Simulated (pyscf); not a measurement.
H₂N–Si(F)(F)–F + H• -> F–Si•(F)–F + NH₃, a substitution at N (doublet surface; N–Si broken, H–N formed). Optimised with ωB97X-D3(BJ)/def2-SVP in PySCF. Energies in kJ/mol from the separated reactants.

Small-basis levels: PySCF, no dispersion term, spherical d functions. AM1 to PM7: differences of heats of formation from MOPAC. Open shells are spin-unrestricted. 

```json
[
 {"level": "HF/6-31G*", "barrier": "191.1", "reaction energy": "+65.9"},
 {"level": "SVWN5/6-31G*", "barrier": "16.1", "reaction energy": "+45.7"},
 {"level": "BP86/6-31G*", "barrier": "37.5", "reaction energy": "+11.2"},
 {"level": "B3LYP/STO-3G", "barrier": "67.1", "reaction energy": "-80.8"},
 {"level": "B3LYP/3-21G", "barrier": "61.6", "reaction energy": "+76.9"},
 {"level": "B3LYP/6-311+G**", "barrier": "58.7", "reaction energy": "+2.6"},
 {"level": "B3LYP/def2-SVP", "barrier": "?", "reaction energy": "+27.1"},
 {"level": "PM3", "barrier": "-55.6", "reaction energy": "-37.4"},
 {"level": "PM6", "barrier": "?", "reaction energy": "+41.5"},
 {"level": "ωB97M-D3(BJ)/def2-TZVP", "barrier": "?", "reaction energy": "+42.4"}
]
```

Question: Complete the blanks.

Answer: 
- B3LYP/def2-SVP, barrier: 68.9
- PM6, barrier: 14.1
- ωB97M-D3(BJ)/def2-TZVP, barrier: 95.5

Against the last row the barrier runs from -151.1 (PM3) to +95.6 kJ/mol (HF/6-31G*). At SVWN5/6-31G*, B3LYP/3-21G, PM3, PM6 this geometry lies under one side, so the entry may be no barrier of that level: it is a single point on another level's saddle. ωB97M-D3(BJ)/def2-TZVP has limits of its own. On the product side the descent ends in an adduct with a N–Si contact, 58.6 kJ/mol under the separated species and 119.3 kJ/mol under the saddle at ωB97X-D3(BJ)/def2-TZVP. What is counted as broken (N–Si) persists as a longer contact in the product adduct; parting that adduct is a step of its own. At ωB97X-D3(BJ) the barrier from the zero used here is 105.5 kJ/mol. Abstraction by the radical was not located in this set and often lies lower. This is the saddle that the search found; another between the same sides may lie lower. The angle at the attacked N is 130°.
